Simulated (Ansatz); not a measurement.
`F/C=C\CF` → `FC1(F)CC1`  (isomerisation)

Calculated with Ansatz (gas phase, PBE0-D4/def2-TZVP geometries, no zero-point term in ΔE). CBS: MP2 limit from def2 TZ/QZ plus the TZ coupled-cluster correction, frozen cores. Functionals use def2-TZVPP. Each species was taken in one conformer, which may not be the lowest.

```tsv
level	ΔE (eV)
r2SCAN	-0.01
RPA@PBE/def2-TZVPP	0.14
```

Task: What does CCSD(T)/CBS give? (An estimate is asked.)

Result: Computed: +0.12 eV. The listed levels differ from it by -0.13, 0.02 eV.

Largest T1 diagnostic among the species: 0.012.

From r2SCAN to r2SCAN0 (25 % exact exchange), in def2-TZVPP and without D4, ΔE moves by −0.07 eV. In def2-TZVPP, CCSD(T) changes the Hartree–Fock value by −0.09 eV (the triples alone add +0.01 eV) and MP2 by −0.18 eV. Leaving LDA and LC-ωPBE aside and taking each functional with its dispersion term where it has one, the values, not all of them listed here, spread over 0.38 eV, from PBE-QIDH to BLYP-D4. LDA lies −0.22 eV from PBE without D4.
